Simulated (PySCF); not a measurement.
Compound: methylenecyclopentane, C6H10.
Geometry (PBE0-D3(BJ)/def2-SVP, Å), atoms numbered from 1 in this order:
```xyz
16
C6H10 angstrom
C      2.2653   -0.2063   -0.0616
C      0.9367   -0.0865   -0.0260
C     -0.0191   -1.0076    0.7054
C     -1.3567   -0.2631    0.6972
C     -1.3232    0.5086   -0.6222
C      0.1254    0.9958   -0.7099
H      2.7824   -1.0065    0.4759
H      2.8852    0.4927   -0.6302
H      0.3363   -1.2735    1.7124
H     -0.1125   -1.9530    0.1414
H     -1.3964    0.4471    1.5410
H     -2.2268   -0.9298    0.7919
H     -1.5405   -0.1778   -1.4586
H     -2.0607    1.3237   -0.6707
H      0.4662    1.1953   -1.7371
H      0.2381    1.9407   -0.1487
```

NICS = −σ at a ghost point: NICS(0) at the centroid of the ring atoms, NICS(1) 1 Å to either side along the normal of their mean plane, zz for the tensor component along that normal. Level: GIAO PBE0/pcSseg-1 (PySCF, non-relativistic, gas phase) on the PBE0-D3(BJ)/def2-SVP geometry, one conformer.

Ring bond lengths (Å), with Mayer bond orders in brackets: C2–C3 1.516 (1.00), C3–C4 1.531 (1.02), C4–C5 1.529 (1.02), C5–C6 1.531 (1.02), C6–C2 1.516 (1.00).

Task: What do the NICS probes read (ppm)?

Result: 
| ring | type | NICS(0) | NICS(1), two faces | NICS(1)zz, two faces | rms pucker (Å) | centre to ring atoms, mean (Å) |
| --- | --- | --- | --- | --- | --- | --- |
| C2–C3–C4–C5–C6 | 5-membered carbocycle; formal bonds all single | -3.1 | -3.6 / -3.6 | -3.6 / -3.6 | 0.17 | 1.28 |

Task: What do they say, and how far can they be read as aromaticity?

Result: 
- C2–C3–C4–C5–C6: mean NICS(1)zz -3.6 ppm, shielded. C3, C4, C5, C6 have four or more neighbours; no verdict on aromaticity is drawn.

Task: How shielded are the nuclei of the rings and their hydrogens (means over atoms taken as equivalent)?

Result: 
```csv
atoms,environment,σ isotropic (ppm),"principal values of the symmetric part, first atom (ppm)"
C2,fully substituted alkene carbon,23.2,"-91.4, 33.4, 127.6"
C3 (×2),allylic carbon,148.3,"126.6, 152.0, 166.3"
C4 (×2),ring CH2 carbon,154.6,"132.8, 162.2, 168.8"
H9 (×4),methylene hydrogen,28.98,"24.7, 27.7, 34.4"
H11 (×4),methylene hydrogen,29.74,"25.5, 27.9, 36.2"
```

Task: How do the values depend on the level or the medium?

Result: 
```csv
level,"NICS(0), C2–C3–C4–C5–C6","mean NICS(1)zz, C2–C3–C4–C5–C6"
"PBE0/pcSseg-1, gas",-3.1,-3.6
"PBE0/pcSseg-2, gas",-3.2,-3.2
"BLYP/pcSseg-1, gas",-2.5,-3.2
"BP86/pcSseg-1, gas",-2.8,-3.4
"HF/pcSseg-1, gas",-3.6,-3.8
"LDA/pcSseg-1, gas",-2.8,-3.6
"OPBE/pcSseg-1, gas",-3.1,-3.5
"PBE/pcSseg-1, gas",-2.8,-3.4
```

The geometry is the same throughout.

Time: 12 s. Hardware: one thread of an Arm Neoverse V2, on a shared host. This is the whole shielding run at PBE0/pcSseg-1, SCF included.
